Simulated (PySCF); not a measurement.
# B2PLYP/STO-3G run of PH3F+ (SMILES F[PH3+])

Aim: the vertical singlet–triplet gap of PH3F+ at B2PLYP/STO-3G, from 2 runs. Input form: a Python script.

The results are computed with PySCF 2.14.0.

23 further runs of the same task are left out: 9 that didn't finish, 14 set aside as unsound or not needed.

### Step 1. The system as given

PH3F+ has 5 atoms, charge +1, and is taken as a singlet. SMILES: `F[PH3+]`. Geometry: relaxed at GFN2-xTB.

Bond lengths: F1–P2 1.558 Å, P2–H3 1.382 Å, P2–H4 1.383 Å, P2–H5 1.383 Å. Angles: F1–P2–H3 102.8°, F1–P2–H4 102.8°, F1–P2–H5 102.8°, H3–P2–H4 115.3°, H3–P2–H5 115.3°, H4–P2–H5 115.3°.

### Step 2. A single-point energy at B2PLYP/STO-3G

calc.py reads:

```python
from pyscf import gto, dft, mp

mol = gto.M(
    atom='''
F       -1.365490       0.250400       0.341100
P        0.122590      -0.022380      -0.030680
H        0.038180      -0.428620      -1.349370
H        0.486130      -1.008290       0.868130
H        0.718590       1.208890       0.170830
''',
    charge=1,
    verbose=4,
    max_memory=1860,
    basis='sto-3g',
)

mf = dft.RKS(mol)
mf.xc = '0.53*HF + 0.47*B88, 0.73*LYP'
mf.grids.level = 5
mf.conv_tol = 1e-10
mf.kernel()
if not mf.converged:
    mf = mf.newton().run(mf.mo_coeff, mf.mo_occ)

pt = mp.MP2(mf, frozen=6).run()
e_final = mf.e_tot + 0.27 * pt.e_corr
print('PT2 part  %.8f' % (0.27 * pt.e_corr))
print('Final energy', e_final)
```

The run is started by

```console
$ OMP_NUM_THREADS=1 python calc.py
```

Log:

```text
PySCF version 2.14.0

[... 71 lines left out ...]
converged SCF energy = -437.113076593297
[... 1 line left out ...]
******** <class 'pyscf.mp.mp2.RMP2'> ********
nocc = 7, nmo = 11
frozen orbitals 6
E(RMP2) = -437.195648013459  E_corr = -0.0825714201623032
E(SCS-RMP2) = -437.206068993769  E_corr = -0.092992400472014
E_corr(same-spin) = -0.00703073506471134
E_corr(oppo-spin) = -0.0755406850975918
PT2 part  -0.02229428
Final energy -437.13537087674047
```

It took 2.4 s on 1 thread of Arm Neoverse V1, shared host; peak memory 0.19 GiB.

### Step 3. The triplet, same level

run.py reads:

```python
from pyscf import gto, dft, mp

mol = gto.M(
    atom='''
F   -1.365490   0.250400   0.341100
P    0.122590  -0.022380  -0.030680
H    0.038180  -0.428620  -1.349370
H    0.486130  -1.008290   0.868130
H    0.718590   1.208890   0.170830
''',
    charge=1,
    basis='sto-3g',
    max_memory=1860,
    verbose=3,
    spin=2,
)

mf = dft.UKS(mol)
mf.xc = '0.53*HF + 0.47*B88, 0.73*LYP'
mf.grids.level = 5
mf.conv_tol = 1e-10
mf.kernel()
if not mf.converged:
    mf = mf.newton().run(mf.mo_coeff, mf.mo_occ)

pt = mp.MP2(mf, frozen=6).run()
e_final = mf.e_tot + 0.27 * pt.e_corr
print('PT2 part  %.8f' % (0.27 * pt.e_corr))
print('Final energy', e_final)
```

The run is started by

```console
$ OMP_NUM_THREADS=1 python run.py
```

Log:

```text
WARN: HOMO 0.151100942905104 >= LUMO -0.422527316856678

WARN: HOMO -0.248643641654195 >= LUMO -0.307771712420072

WARN: HOMO -0.268174470844723 >= LUMO -0.416467073870759

WARN: HOMO -0.275282387066512 >= LUMO -0.367624616750811

WARN: HOMO -0.293106242408095 >= LUMO -0.348999238340091

WARN: HOMO -0.29137707674587 >= LUMO -0.336365676358824

WARN: HOMO -0.294785998128257 >= LUMO -0.333905673123707

WARN: HOMO -0.295082431448714 >= LUMO -0.333299078215226

WARN: HOMO -0.294792840938798 >= LUMO -0.333642065135124

WARN: HOMO -0.294894852507226 >= LUMO -0.333481095759341

WARN: HOMO -0.294866625301515 >= LUMO -0.3335110674744

WARN: HOMO -0.294866775993328 >= LUMO -0.333507421339461

WARN: HOMO -0.294868535383187 >= LUMO -0.333506371413816

WARN: HOMO -0.29486852966669 >= LUMO -0.333505785898201

WARN: HOMO -0.294868559781628 >= LUMO -0.33350589011146

WARN: HOMO -0.294868567172536 >= LUMO -0.333505906185366

converged SCF energy = -436.806939149354  <S^2> = 2.004912  2S+1 = 3.0032729
E(UMP2) = -436.85938274877  E_corr = -0.0524435994164244
E(SCS-UMP2) = -436.866103396766  E_corr = -0.0591642474119136
PT2 part  -0.01415977
Final energy -436.82109892119627
```

It took 5.7 s on 1 thread of Arm Neoverse V1, shared host; peak memory 0.2 GiB.

### Step 4. Summary of results

Level: B2PLYP/STO-3G, 6 core orbitals frozen.

```
                                                         quantity          value
                                            singlet: total energy  -437.13537 Eh
                       singlet: HOMO energy (SCF part's orbitals)      -16.65 eV
                       singlet: LUMO energy (SCF part's orbitals)       -1.58 eV
                     singlet: HOMO–LUMO gap (SCF part's orbitals)       15.07 eV
                                            triplet: total energy  -436.82110 Eh
triplet: HOMO energy (SCF part's orbitals) (highest over α and β)       -8.02 eV
                                                    triplet: ⟨S²⟩          2.005
                 vertical energy of the triplet above the singlet       8.552 eV
```

What this shows: At this shape the triplet lies 8.55 eV (825 kJ/mol) above the singlet. In a minimal basis such a difference can be off by several eV, whatever the method.
